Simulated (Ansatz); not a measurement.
Compare A (`C/N=C(\O)OC`) with its isomer B (`CC(O)NC=O`).

Isolated molecules relaxed with PBE0-D4/def2-TZVP in Ansatz; ΔE leaves out vibrations. CCSD(T)/CBS is the MP2 limit (def2-TZVPP, def2-QZVPP) plus CCSD(T) − MP2 in def2-TZVPP, frozen cores. Functionals use def2-TZVPP. B3LYP here is the variant with VWN-RPA as its local correlation; programs differ in this. One conformer a species, not always the lowest.

A:

Z-matrix (Å, degrees):
```
C
N 1 1.440
H 1 1.101 2 112.8
H 1 1.090 2 109.4 3 118.6
H 1 1.101 2 112.8 3 -122.7
C 2 1.263 1 117.9 3 61.2
O 6 1.327 2 123.6 1 -180.0
O 6 1.343 2 128.3 1 0.0
C 7 1.419 6 115.5 2 0.1
H 8 0.963 6 108.3 2 0.1
H 9 1.088 7 105.5 6 179.8
H 9 1.091 7 110.7 6 60.1
H 9 1.091 7 110.7 6 -60.4
```

B:

Z-matrix (Å, degrees):
```
C
C 1 1.515
H 1 1.093 2 110.4
H 1 1.091 2 110.6 3 -120.8
H 1 1.093 2 110.5 3 119.5
O 2 1.417 1 111.4 3 -59.0
N 2 1.430 1 111.3 3 60.2
H 2 1.094 1 110.9 3 177.5
H 6 0.961 2 108.4 1 -61.7
C 7 1.356 2 123.1 1 136.2
H 7 1.007 2 117.7 1 -57.1
O 10 1.207 7 125.6 2 -7.7
H 10 1.106 7 111.9 2 173.8
```

Problem. Which isomer does CCSD(T)/CBS put lower? Give the gap. (Best estimate.)

Solution. The calculation gave: B, by 70.9 kJ/mol.

Problem. Give E(B) − E(A) in kJ/mol with CCSD/def2-TZVPP, B3LYP-D4, HF/def2-TZVPP, CCSD(T)/def2-TZVPP, B3LYP, MP2/def2-TZVPP, PBE0-D4. (An estimate is asked.)

Solution. The calculation gave: CCSD/def2-TZVPP -68.7, B3LYP-D4 -69.1, HF/def2-TZVPP -66.7, CCSD(T)/def2-TZVPP -68.1, B3LYP -68.7, MP2/def2-TZVPP -71.9, PBE0-D4 -68.2. None reverses the order clearly.

Largest T1 diagnostic: 0.014.
